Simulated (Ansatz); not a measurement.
**Worked example: correlation energy of SiP⁺, triplet**

Geometry: that of the SiP⁺, singlet, kept fixed.

```xyz
2

Si    0.0000    0.0000    0.0000
P     0.0000    0.0000    2.2330
```

Basis 6-31G; Ansatz 0.2.0. Only valence electrons are correlated (noble-gas cores frozen), which leaves 8 electrons in 16 orbitals. R marks a restricted (for open shells ROHF) determinant.

Full CI is exact within this basis and frozen core; it isn't the basis-set limit.

The cluster runs stand on a determinant 0.86 eV above the lowest RHF solution, chosen by trial CCSD; the correlation energy below is counted from it.

Runs differ by some tens of microhartree through their thresholds and, for an open shell, their frozen cores, so steps under 0.03 kcal/mol mean nothing.

```tsv
level	total energy (hartree)
RHF determinant under the cluster runs	-629.204748
RCCSD	-629.318457
RCCSD(T)	-629.324275
RCCSDT	-629.325497
RCCSDT(Q)	-629.326105
RCCSDTQ	-629.326273
full CI	-629.326371
```

Question: What is the correlation energy at full CI, and what share of it do RMP2 and RCCSD recover?

Answer: E(corr) = -629.326371 − (-629.204748) = -0.121623 hartree = -3.310 eV. RCCSD: -0.113709 / -0.121623 = 93.49 %.

Question: By how many kcal/mol does RCCSD(T) miss full CI (1 hartree = 627.509 kcal/mol), and which steps make up the rest?

Answer: -629.324275 − (-629.326371) = 0.002096 hartree = 1.32 kcal/mol. Steps: RCCSDT − RCCSD(T) = -0.77, RCCSDT(Q) − RCCSDT = -0.38, RCCSDTQ − RCCSDT(Q) = -0.11, full CI − RCCSDTQ = -0.06 kcal/mol. With more than one leading determinant such errors change with state and geometry, and needn't cancel in differences.
